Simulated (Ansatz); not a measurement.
# BO+ (triplet): wave-function methods side by side, def2-TZVPP

The task here is to estimate one member of a computed series from the others.

Computed with Ansatz 0.2.0, Gaussian basis. Level: def2-TZVPP, core rule «outside noble gas», up to 2 orbitals frozen.

The runs, in order: UHF; ROHF; CCSD(T) on UHF.

2 further runs of the same task are left out: 2 set aside as unsound or not needed.

### The system

The geometry is a PBE0/def2-TZVP stationary point (not a proven minimum) of the parent state, kept for this charge and spin.

2 atoms, charge 1, spin multiplicity 3.

Atoms are counted from 1 here; the program's logs count them from 0.

Bond lengths: B1–O2 1.201 Å.

Set-up of the first run:

Input file in.yaml:

```yaml
crystal:
  periodic: [false, false, false]
  atoms:
    - {symbol: B, position_ang: [0.000000, 0.000000, 0.000000]}
    - {symbol: O, position_ang: [0.000000, 0.000000, 1.200581]}
basis:
  gaussian: {orbitals: def2-TZVPP}
total_charge: 1
magnetization: {spin_polarized: true, initial_magnetization: 2}
hamiltonian: {xc: hf}
output: {orbitals: {seedname: orbitals}}
```

Run with:

```
> ansatz run in.yaml --threads 1 --pin off --events-out ev --progress --plain --max-ram 2816MiB --backend cpu
```

Steps of the session up to this table: UHF; ROHF; CCSD(T) on UHF.

One of the session's tables, all rows but one given; the rest of the session is left out.

```
  method  from UCCSD(T) (kJ/mol)
    ROHF                  +628.7
     UHF                  +618.1
    UMP2                       ?
   UCCSD                   +19.8
UCCSD(T)                       0
```

Estimate the missing values for UMP2.

The run gave: from UCCSD(T) (kJ/mol): +61.4. In the column «from UCCSD(T) (kJ/mol)» it lies between UCCSD (+19.8) and UHF (+618.1).
